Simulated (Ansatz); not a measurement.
# H₃O+ (SMILES [OH3+]): a rigid scan of the bond length O1–H3

Aim: the energy along the bond length O1–H3, from CCSD(T) and from cheaper methods, relative to the minimum. All other internal coordinates keep their values.

Computed with Ansatz 0.2.0, Gaussian basis. Level: single points in def2-TZVPP.

Levels: PBE-D4, r2SCAN-D4, PBE0-D4, B3LYP-D4, wB97M-V, Hartree-Fock, MP2, CCSD, CCSD(T). The scan takes 0.880, 0.900, 0.929, 0.962, 1.000, 1.040, 1.082, 1.127, 1.174 Å.

Cores are frozen in the correlated methods. B3LYP uses VWN-RPA correlation.

## 1. Where the work starts

The minimum, relaxed at PBE0-D4: SMILES `[OH3+]`, 4 atoms, charge 1, spin multiplicity 1.

Atoms are counted from 1 here; the program's logs count them from 0.

Bond lengths: O1–H2 0.978 Å, O1–H3 0.978 Å, O1–H4 0.978 Å. Angles: H2–O1–H3 113.1°, H2–O1–H4 113.1°, H3–O1–H4 113.1°.

Geometry (Å):

```xyz
4
charge 1, multiplicity 1
O     0.1812   -0.0565   -0.0525
H     0.2193    0.9186    0.0150
H    -0.4087   -0.3684   -0.7677
H     0.0081   -0.4937    0.8053
```

Energies of the minimum (eV), from earlier single points: PBE-D4 -2085.89976, r2SCAN-D4 -2087.11966, PBE0-D4 -2085.98973, B3LYP-D4 -2088.25750, wB97M-V -2087.29947, CCSD(T) -2084.76589.

At the minimum the bond length O1–H3 is 0.978 Å.

## 2. O1–H3 = 0.880 Å

ccsdt-tzvpp/in.yaml

```yaml
crystal:
  periodic: [false, false, false]
  atoms:
    - {symbol: O, position_ang: [0.181237, -0.056518, -0.052515]}
    - {symbol: H, position_ang: [0.219348, 0.918602, 0.014998]}
    - {symbol: H, position_ang: [-0.349509, -0.337080, -0.695938]}
    - {symbol: H, position_ang: [0.008148, -0.493697, 0.805263]}
basis:
  gaussian: {orbitals: def2-TZVPP}
total_charge: 1
correlation: {method: ccsd_t}
```

The command line of these runs was not kept.

The runs that follow: O1–H3 = 0.900 Å; O1–H3 = 0.929 Å; O1–H3 = 0.962 Å; O1–H3 = 1.000 Å; O1–H3 = 1.040 Å; O1–H3 = 1.082 Å; O1–H3 = 1.127 Å; O1–H3 = 1.174 Å.

Q: Predict the outcome of this session. Wanted: highest point, CCSD(T); lowest point, CCSD(T); minimum along the scan, CCSD(T); RMS deviation from CCSD(T); largest T1 diagnostic.

As calculated:

```
                       quantity                                                                                                                      value
         highest point, CCSD(T)                                                                                                        0.611 eV at 1.174 Å
          lowest point, CCSD(T)                                                                                                        0.000 eV at 0.978 Å
minimum along the scan, CCSD(T)                                                                                                                    0.976 Å
                curvature there                                                                                                                 47.9 eV/Å²
     RMS deviation from CCSD(T)  PBE-D4 0.048, r2SCAN-D4 0.009, PBE0-D4 0.002, B3LYP-D4 0.018, wB97M-V 0.009, Hartree-Fock 0.082, MP2 0.002, CCSD 0.009 eV
          largest T1 diagnostic                                                                                                                      0.007
```

A polynomial through the near points puts the CCSD(T) minimum 0.002 Å below the PBE0-D4 value. It is steeper on the short side than on the long one. Curvature against CCSD(T): PBE-D4 -7 %, Hartree-Fock +12 %. PBE0-D4 follows the CCSD(T) curve best and Hartree-Fock worst.
